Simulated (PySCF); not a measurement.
## Broadened absorption spectrum of C2H3N

Species: C2H3N.
SMILES with atom numbers: `[CH3:1][C:2]#[N:3]` (hydrogens: H4, H5, H6 on C1)

Geometry (PBE0-D3(BJ)/def2-SVP, Å), atoms numbered from 1 in this order:
```xyz
6
C2H3N angstrom
C     -0.4728    0.0111   -0.0590
C      0.9703   -0.0697    0.0829
N      2.1199   -0.1346    0.1955
H     -0.8440   -0.8295   -0.6627
H     -0.9557   -0.0246    0.9283
H     -0.7546    0.9512   -0.5543
```

Method: TDDFT CAM-B3LYP/def2-SVPD, vertical, gas phase, core orbitals frozen in the response in PySCF.

Computed states:

```csv
state,E (eV),f
S1,7.70,0.0000
S2,8.05,0.0015
S3,8.05,0.0015
S4,8.73,0.0025
S5,8.73,0.0025
S6,9.49,0.018
S7,9.50,0.018
S8,9.97,0.029
S9,10.59,0.091
S10,10.59,0.091
```

Broadening: Gaussians 0.3 eV wide at half height, area fixed by f = 4.319×10⁻⁹ ∫ε dν̃. The cross-section is σ = 3.8235×10⁻²¹ ε cm², given in Mb (10⁻¹⁸ cm²). The width is an assumption, not a result. The curve ends short of the highest state used, and states not computed would add to its high-energy end.

(1) Give the broadened spectrum and its maxima.

(2) Does any computed singlet lie in the visible range?

(3) Coming from long wavelengths, where does ε first pass 100 L mol⁻¹ cm⁻¹?

Results:

(1) 
(E (eV), σ (Mb)): (7.25, 0.00), (7.37, 0.00), (7.49, 0.00), (7.61, 0.00), (7.73, 0.04), (7.84, 0.27), (7.96, 0.82), (8.08, 1.04), (8.20, 0.54), (8.32, 0.12), (8.44, 0.13), (8.56, 0.67), (8.68, 1.55), (8.80, 1.48), (8.92, 0.58), (9.04, 0.11), (9.16, 0.39), (9.28, 2.91), (9.40, 9.17), (9.52, 11.92), (9.64, 6.72), (9.76, 4.02), (9.88, 8.04), (9.99, 10.00)

Maxima: 154 nm (8.05 eV), ε about 280, made up of S2 (50%) and S3 (50%); 142 nm (8.73 eV), ε about 440, made up of S4 (50%) and S5 (50%); 131 nm (9.50 eV), ε about 3200, made up of S6 (50%) and S7 (50%); 124 nm (9.97 eV), ε about 2700, made up of S8 (100%) (ε in L mol⁻¹ cm⁻¹; maxima over ε = 5, shares over 10%).

(2) No computed singlet lies in the visible range (380 to 750 nm); the lowest, at 161 nm, stands 4.43 eV above its violet end (3.26 eV).

(3) At about 158 nm (7.87 eV), 0.17 eV above S1.

The vertical ionisation energy (ΔSCF) is 12.35 eV, 1.76 eV above S10.
